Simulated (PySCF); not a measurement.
# SiH₂: calculation against measurement

Isolated SiH₂, optimised in PySCF with density fitting and no spin–orbit coupling; def2 sets carry scalar-relativistic core potentials from Rb on. All levels below give a singlet of C2v symmetry: PBE0/def2-TZVP Si–H 1.526 Å (×2), H–Si–H 91.1°; PBE/def2-TZVP Si–H 1.539 Å (×2), H–Si–H 90.5°.

Counting electrons, silicon keeps 2 of its valence electrons outside its bonds, so the VSEPR class is AX2E1 and the expected shape is bent (C2v), as computed.

Measured fundamentals (Jacox, Vibrational and Electronic Energy Levels of Polyatomic Transient Molecules, as compiled in the NIST Chemistry WebBook) beside computed harmonic wavenumbers, in cm⁻¹:

| mode as compiled | computed symmetry | measured | medium | PBE0/def2-TZVP | PBE/def2-TZVP |
| --- | --- | --- | --- | --- | --- |
| a1 sym. stretch | a1 | 1995.9 | gas | 2048 | 1973 |
| a1 bend | a1 | 999.0 | gas | 1011 | 975 |
| b2 asym. stretch | b2 | 1992.8 | gas | 2051 | 1980 |

Q: How close does each level come?

A: Mean absolute differences: PBE0/def2-TZVP 2.2 %, PBE/def2-TZVP 1.4 %. The mean ratio of measured to computed values at PBE/def2-TZVP is 1.014. Harmonic values should lie a little above fundamentals, most of all for X–H stretches, yet here they lie below on average.
